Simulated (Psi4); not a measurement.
# singlet [AlF2]+: levels of theory compared

Aim: a comparison of 5 runs (HF/STO-3G, HF/3-21G, B3LYP/6-31G*, DSD-PBEP86/def2-TZVPP, MP3/def2-TZVPP) of singlet [AlF2]+. 

The calculation is run with Psi4 1.11.

## 1. Starting point

The species is [AlF2]+ (3 atoms), meant as a singlet with charge +1. As SMILES of the parent species, `[F][Al][F]`. The coordinates come from a PBE0-D4/def2-TZVP relaxation. That shape belongs to the parent species and isn't relaxed for this state.

Bond lengths: F1–Al2 1.647 Å, Al2–F3 1.647 Å. Angles: F1–Al2–F3 119.7°.

## 2. A single-point energy at HF/STO-3G (run 1)

Input file alf2.in:

```
memory 1600 MB

molecule {
  1 1
  F      0.533000    -1.361200     0.136400
  Al     0.388700     0.275400     0.245200
  F     -0.932500     1.021000    -0.394800
  units angstrom
  symmetry c1
}

set {
  basis         STO-3G
  puream        true
  e_convergence 1e-09
  d_convergence 1e-08
  scf_type      pk
}

energy('hf')
print_variables()
```

Command:

```
$ psi4 -n 1 alf2.in alf2.out
```

alf2.out:

```text
[...]
  Running in c1 symmetry.
[...]
  Nuclear repulsion =   90.260752901983039
[...]
  Multiplicity = 1
[...]
  Nalpha       = 15
  Nbeta        = 15
[...]
    Number of basis functions: 19
[...]
   @RHF iter   1:  -434.72517319302682   -1.30582e+00   2.17311e-02 ADIIS/DIIS
[...]
   @RHF iter  11:  -434.92862492886638   -5.68434e-13   3.23340e-09 DIIS
[...]
    Orbital Energies [Eh]
    ---------------------
    Doubly Occupied:
       1A    -58.231738     2A    -26.160702     3A    -26.160681
       4A     -5.151036     5A     -3.380375     6A     -3.378031
       7A     -3.377745     8A     -1.703325     9A     -1.692872
      10A     -0.793495    11A     -0.738349    12A     -0.720572
      13A     -0.707923    14A     -0.704591    15A     -0.702789
[...]
  @RHF Final Energy:  -434.92862492886638
   => Energetics <=
    Nuclear Repulsion Energy =             90.2607529019830395
    One-Electron Energy =                -783.1703087595082025
    Two-Electron Energy =                 257.9809309286588359
    Total Energy =                       -434.9286249288663839
[...]
 Multipole Moments:
 ------------------------------------------------------------------------------------
     Multipole            Electronic (a.u.)      Nuclear  (a.u.)        Total (a.u.)
 ------------------------------------------------------------------------------------
 L = 1.  Multiply by 2.5417464519 to convert [e a0] to [Debye]
 Dipole X            :          1.5179723            0.1678201            1.6857924
 Dipole Y            :          0.9765247            0.1079606            1.0844854
 Dipole Z            :          0.0000000           -0.0000000            0.0000000
 Magnitude           :                                                    2.0044961
[...]
```

It took 1.4 s on 1 thread of Intel Xeon Platinum 8488C (Sapphire Rapids), shared host; peak memory 0.18 GiB.

## 3. A single-point energy at HF/3-21G (run 2)

Input file alf2.xyz:

```xyz
3
AlF2
F      0.533000    -1.361200     0.136400
Al     0.388700     0.275400     0.245200
F     -0.932500     1.021000    -0.394800
```

Input file run.py:

```python
import psi4

psi4.set_memory(1600000000)
psi4.set_num_threads(1)
psi4.set_output_file('output.dat', False)

with open('alf2.xyz') as f:
    atoms = ''.join(f.readlines()[2:])
m = psi4.geometry('1 1\n' + atoms + 'symmetry c1')

psi4.set_options({
    'puream': True,
    'e_convergence': 1e-09,
    'd_convergence': 1e-08,
    'scf_type': 'pk',
})

e_tot, wfn = psi4.energy('hf/3-21G', return_wfn=True)
psi4.oeprop(wfn, 'QUADRUPOLE', 'MULLIKEN_CHARGES', 'DIPOLE')
print(f'total energy {e_tot:.8f} hartree = {e_tot * 27.211386:.5f} eV')
for k, v in sorted(psi4.core.scalar_variables().items()):
    print(f'{k:45s} {v:18.10f}')
```

Command:

```
$ python run.py
```

output.dat:

```text
[...]
  Running in c1 symmetry.
[...]
  Nuclear repulsion =   90.260752901983039
[...]
  Multiplicity = 1
[...]
  Nalpha       = 15
  Nbeta        = 15
[...]
    Number of basis functions: 31
[...]
   @RHF iter   1:  -438.05597688306023   -7.03341e-01   1.55786e-02 ADIIS/DIIS
[...]
   @RHF iter  11:  -438.16660451632100   -1.19371e-12   7.06819e-09 DIIS
[...]
  @RHF Final Energy:  -438.16660451632100
   => Energetics <=
    Nuclear Repulsion Energy =             90.2607529019830395
    One-Electron Energy =                -784.5009270979128360
    Two-Electron Energy =                 256.0735696796087382
    Total Energy =                       -438.1666045163210015
[...]
 Multipole Moments:
 ------------------------------------------------------------------------------------
     Multipole            Electronic (a.u.)      Nuclear  (a.u.)        Total (a.u.)
 ------------------------------------------------------------------------------------
 L = 1.  Multiply by 2.5417464519 to convert [e a0] to [Debye]
 Dipole X            :          2.1320633            0.1678201            2.2998835
 Dipole Y            :          1.3715755            0.1079606            1.4795361
 Dipole Z            :          0.0000000           -0.0000000            0.0000000
 Magnitude           :                                                    2.7346830
 L = 2.  Multiply by 1.3450342976 to convert [e a0^2] to [Debye ang]
 Quadrupole XX       :        -62.4501890           51.1816153          -11.2685737
 Quadrupole XY       :         55.2293179          -50.8592728            4.3700451
[...]
```

Standard output:

```text
Memory set to   1.490 GiB by Python driver.
  Threads set to 1 by Python driver.
total energy -438.16660452 hartree = -11923.12061 eV
CURRENT ENERGY                                   -438.1666045163
CURRENT REFERENCE ENERGY                         -438.1666045163
DD SOLVATION ENERGY                                 0.0000000000
HF KINETIC ENERGY                                 436.9725217760
HF POTENTIAL ENERGY                              -875.1391262923
HF TOTAL ENERGY                                  -438.1666045163
HF VIRIAL RATIO                                     2.0027326266
NUCLEAR REPULSION ENERGY                           90.2607529020
ONE-ELECTRON ENERGY                              -784.5009270979
PCM POLARIZATION ENERGY                             0.0000000000
PE ENERGY                                           0.0000000000
SCF ITERATION ENERGY                             -438.1666045163
SCF ITERATIONS                                     11.0000000000
SCF TOTAL ENERGY                                 -438.1666045163
TWO-ELECTRON ENERGY                               256.0735696796
```

Wall time 1.4 s (1 thread of Intel Xeon Platinum 8488C (Sapphire Rapids), shared host); peak memory 0.18 GiB.

## 4. A single-point energy at B3LYP/6-31G(d) (spherical functions) (run 3)

Input file job.dat:

```
memory 1600 mb

molecule {
  1 1
  F      0.533000    -1.361200     0.136400
  Al     0.388700     0.275400     0.245200
  F     -0.932500     1.021000    -0.394800
  units angstrom
  symmetry c1
}

set {
  puream               true
  e_convergence        1e-09
  d_convergence        1e-08
  scf_type             pk
  dft_radial_points    99
  dft_spherical_points 590
}

e, wfn = energy("b3lyp/6-31G*", return_wfn=True)
oeprop(wfn, "MULLIKEN_CHARGES", "LOWDIN_CHARGES", "MAYER_INDICES", title="B3LYP")
```

Command:

```
$ psi4 job.dat job.out -n 1
```

job.out:

```text
[...]
  Running in c1 symmetry.
[...]
  Nuclear repulsion =   90.260752901983039
[...]
  Multiplicity = 1
[...]
  Nalpha       = 15
  Nbeta        = 15
[...]
    Number of basis functions: 46
[...]
   @RKS iter   1:  -441.70554477616122   -1.75342e-01   1.35599e-02 DIIS/ADIIS
[...]
   @RKS iter  11:  -441.85936953501300    1.13687e-13   6.20506e-10 DIIS
[...]
  @RKS Final Energy:  -441.85936953501300
   => Energetics <=
    Nuclear Repulsion Energy =             90.2607529019830395
    One-Electron Energy =                -787.2185857427970177
    Two-Electron Energy =                 286.8932327109740754
    DFT Exchange-Correlation Energy =     -31.7947694051730636
    Empirical Dispersion Energy =           0.0000000000000000
    VV10 Nonlocal Energy =                  0.0000000000000000
    Total Energy =                       -441.8593695350130020
[...]
 Multipole Moments:
 ------------------------------------------------------------------------------------
     Multipole            Electronic (a.u.)      Nuclear  (a.u.)        Total (a.u.)
 ------------------------------------------------------------------------------------
 L = 1.  Multiply by 2.5417464519 to convert [e a0] to [Debye]
 Dipole X            :          1.7488193            0.1678201            1.9166394
 Dipole Y            :          1.1250338            0.1079606            1.2329944
 Dipole Z            :         -0.0000000           -0.0000000           -0.0000000
 Magnitude           :                                                    2.2789870
[...]
```

Wall time 4.5 s (1 thread of Intel Xeon Platinum 8488C (Sapphire Rapids), shared host); peak memory 0.41 GiB.

Run 4 isn't shown in full; the table further down has it.

## 5. A single-point energy at MP3/def2-TZVPP (run 5)

alf2.xyz is that of step 3.

Input file calc.py:

```python
import psi4

psi4.set_memory(1600000000)
psi4.set_num_threads(1)
psi4.core.set_output_file('output.dat', False)

with open('alf2.xyz') as f:
    atoms = ''.join(f.readlines()[2:])
molecule = psi4.geometry('1 1\n' + atoms + 'symmetry c1\nno_reorient\nno_com')

psi4.set_options({
    'reference': 'rhf',
    'puream': True,
    'e_convergence': 1e-09,
    'd_convergence': 1e-08,
    'scf_type': 'pk',
    'num_frozen_docc': 7,
})

e, wfn = psi4.energy("mp3/def2-TZVPP", return_wfn=True)
print('E =', round(e, 9))
```

Command:

```
$ python calc.py
```

output.dat:

```text
[...]
  Running in c1 symmetry.
[...]
  Nuclear repulsion =   90.260752901983054
[...]
  Multiplicity = 1
[...]
  Nalpha       = 15
  Nbeta        = 15
[...]
    Number of basis functions: 104
[...]
   @RHF iter   1:  -440.56034466574368   -7.04924e-01   5.31967e-03 ADIIS/DIIS
[...]
   @RHF iter  11:  -440.67314380601931   -5.17275e-12   6.13887e-09 DIIS
[...]
  @RHF Final Energy:  -440.67314380601931
   => Energetics <=
    Nuclear Repulsion Energy =             90.2607529019830537
    One-Electron Energy =                -787.6775615382537126
    Two-Electron Energy =                 256.7436648302513049
    Total Energy =                       -440.6731438060193113
[...]
 Multipole Moments:
 ------------------------------------------------------------------------------------
     Multipole            Electronic (a.u.)      Nuclear  (a.u.)        Total (a.u.)
 ------------------------------------------------------------------------------------
 L = 1.  Multiply by 2.5417464519 to convert [e a0] to [Debye]
 Dipole X            :         -0.7480410            2.7544648            2.0064238
 Dipole Y            :          0.5037109            0.9796340            1.4833449
 Dipole Z            :         -0.3563474            1.6289439            1.2725965
 Magnitude           :                                                    2.8009909
[...]
	DF-MP2 Total Energy (a.u.)         :  -441.23409865144828
[...]
	DF-MP3 Total Energy (a.u.)         :  -441.22176719963699
[...]
```

On the terminal:

```text
Memory set to   1.490 GiB by Python driver.
  Threads set to 1 by Python driver.
E = -441.2217672
```

It took 4.5 s on 1 thread of Intel Xeon Platinum 8488C (Sapphire Rapids), shared host; peak memory 0.42 GiB.

## 6. All runs side by side

```
run                               level         integration grid  frozen core orbitals  energy (Eh)  HOMO energy (eV)  LUMO energy (eV)  HOMO–LUMO gap (eV)  wall time
  1                           HF/STO-3G                        –                     0  -434.928625            -19.12             -4.43               14.69      1.4 s
  2                            HF/3-21G                        –                     0  -438.166605            -23.04             -8.93               14.11      1.4 s
  3  B3LYP/6-31G* (spherical functions)  99 radial × 590 angular                     0  -441.859370            -17.81            -12.28                5.53      4.5 s
  4               DSD-PBEP86/def2-TZVPP  99 radial × 590 angular                     7  -441.456380            -21.77            -10.14               11.63      8.1 s
  5                      MP3/def2-TZVPP                        –                     7  -441.221767            -23.65             -9.04               14.61      4.5 s
```

## 7. Outcome

| quantity | value |
| --- | --- |
| run 5: total energy | -441.22177 Eh |
| run 5: HOMO energy (Hartree–Fock orbitals) | -23.65 eV |
| run 5: LUMO energy (Hartree–Fock orbitals) | -9.04 eV |
| run 5: HOMO–LUMO gap (Hartree–Fock orbitals) | 14.61 eV |
| run 5: correlation energy (7 core orbitals frozen) | -548.6 mEh |

In words: Over runs 1, 2, 3, 4 the HOMO–LUMO gap runs from 5.53 eV (B3LYP/6-31G*) to 14.69 eV (HF/STO-3G). The two ends differ in method and basis. Totals of different functionals can't be ranked against each other. In run 1 the basis is minimal, so the values are rough. All runs together took 20 s, the longest 8.1 s.
